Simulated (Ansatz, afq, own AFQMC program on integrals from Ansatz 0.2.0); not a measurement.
Integrals from Ansatz 0.2.0, then the random walk in our own AFQMC program (afq).

```yaml
crystal:
  periodic: [false, false, false]
  atoms:
    - {symbol: Al, position_ang: [0.000000, 0.000000, 0.456228]}
    - {symbol: Li, position_ang: [0.000000, 0.000000, -2.182594]}
    - {symbol: H, position_ang: [0.000000, 1.307862, 1.408637]}
    - {symbol: H, position_ang: [0.000000, -1.307862, 1.408637]}
basis:
  gaussian: {orbitals: 6-31G}
magnetization: {spin_polarized: false}
correlation: {method: ccsd_t, electrons: outside_noble_gas, hamiltonian_folder: ham}
```

```sh
$ ansatz run in.yaml --threads 1 --pin off --events-out ev --progress --plain --max-ram 1843MiB
```

Options of the walk:

```
--method free --trial cisd --walkers 200 --time-step 0.03 --max-blocks 80 --target-error 0.00029 --factor-cut 1e-05 --seed 404 --times 0,0.3,0.6,1.2,1.8,2.4,3.6,4.8,6 --taylor-order 8
```

Times are imaginary, in 1/Eh. The walk had a cap of 343 s.

afq prints:

```
orbitals 20  electrons 3 3  factors 132 of 328
reference energy -250.45507494 Eh
CCSD correlation -0.06117378 Eh in 11 cycles, weight of the determinant in the CISD state 0.9287
repeat  energy at the last time / Eh  error
    10  -250.517761  0.000135
    20  -250.517670  0.000086
    30  -250.517638  0.000072
time / (1/Eh)  energy / Eh  error  mean overlap
  0.00  -250.516235  0.000037  1.0773
  0.30  -250.516675  0.000037  1.0765
  0.60  -250.516951  0.000044  1.0762
  1.20  -250.517300  0.000046  1.0698
  1.80  -250.517472  0.000048  1.0727
  2.40  -250.517519  0.000048  1.0777
  3.60  -250.517549  0.000041  1.0917
  4.80  -250.517599  0.000066  1.1000
  6.00  -250.517635  0.000070  1.1056
energy -250.517635 +/- 0.000070 Eh
```

The run passed its tests (error under three times the target), which doesn't prove that it has relaxed.

Against this walk (error 1.9 meV) on the same determinant: CCSD(T) 12.3 meV higher, CCSDT(Q) 0.1 meV higher (within the noise), CCSDTQ 0.5 meV lower (within the noise), full CI 0.5 meV lower (within the noise). The error is statistical, and a free projection of finite length keeps a remainder of its start.

Cautions: remainder of the start not in the error.

The walk took 30 s on 1 thread of Arm Neoverse V2, with other jobs on the host. The log's last line is the free-projection energy.

CCSDT and higher add their correlation energy to the determinant of the CCSD(T) run, since their own runs factorise the integrals more tightly (a shift of under 2 meV). A walk keeps the symmetry of its determinant, which the program's search chose and which needn't be the lowest solution, so a lower state of the same spin and another symmetry isn't excluded.
